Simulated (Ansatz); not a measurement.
Reaction (isomerisation): `C=COC(C)=O` → `CC1(C=O)CO1`

Isolated molecules relaxed with PBE0-D4/def2-TZVP in Ansatz; ΔE leaves out vibrations. CBS: MP2 limit from def2 TZ/QZ plus the TZ coupled-cluster correction, frozen cores. DFT in def2-TZVPP. B3LYP here is the variant with VWN-RPA as its local correlation; programs differ in this. One conformer a species, not always the lowest.

| level | ΔE (kcal/mol) | difference from CCSD(T)/CBS |
| --- | --- | --- |
| B3LYP-D4 | 27.6 | 3.0 |
| B2PLYP | 26.6 | 2.0 |
| PBE | 24.3 | -0.3 |
| PBE0 | 23.9 | -0.7 |
| MP2/def2-TZVPP | 22.3 | -2.3 |
| SCS-MP2/def2-TZVPP | 22.8 | -1.8 |
| CCSD(T)/def2-TZVPP | 24.2 | -0.4 |
| HF/def2-QZVPP | 30.0 | 5.4 |
| SCS-MP2/def2-QZVPP | 23.1 | -1.5 |
| HF/CBS(def2) | 30.0 | 5.4 |
| CCSD(T)/CBS | 24.6 | 0 |

Largest T1 diagnostic among the species: 0.014.

In def2-TZVPP, CCSD(T) changes the Hartree–Fock value by −5.7 kcal/mol (the triples alone add −0.1 kcal/mol) and MP2 by −7.7 kcal/mol. The D4 term adds −0.8 kcal/mol with B3LYP and −0.4 kcal/mol with PBE0; it sums over pairs of atoms, weighted by their polarisabilities, and B3LYP, whose exchange is more repulsive, gets the larger term.
